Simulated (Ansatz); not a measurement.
Basis-set extrapolation for CH5O+, SMILES `C[OH2+]` (PBE0-D4/def2-TZVP geometry, frozen core, Ansatz 0.2.0). Multiplicity 1, RHF reference.

|  | cc-pV(T+d)Z | cc-pV(Q+d)Z |
| --- | --- | --- |
| HF | -115.397304 | -115.405907 |
| MP2 correlation | -0.420348 | -0.449871 |
| CCSD(T) correlation | -0.456009 | -0.482830 |

Energies in hartree. Use E(X) = E(∞) + A·exp(−5.46·√X) for Hartree–Fock and E(X) = E(∞) + B·X^(−3.05) for correlation, with X = 3 and 4.

Q: What is the CCSD(T) energy at the basis-set limit?

A: HF limit: -115.405907 + (-0.008603) × 0.30130 = -115.40850. Correlation limit: -0.482830 + (-0.026821) × 0.71189 = -0.50192. Total: -115.91042 hartree, 35.8 kcal/mol below CCSD(T)/cc-pV(T+d)Z.
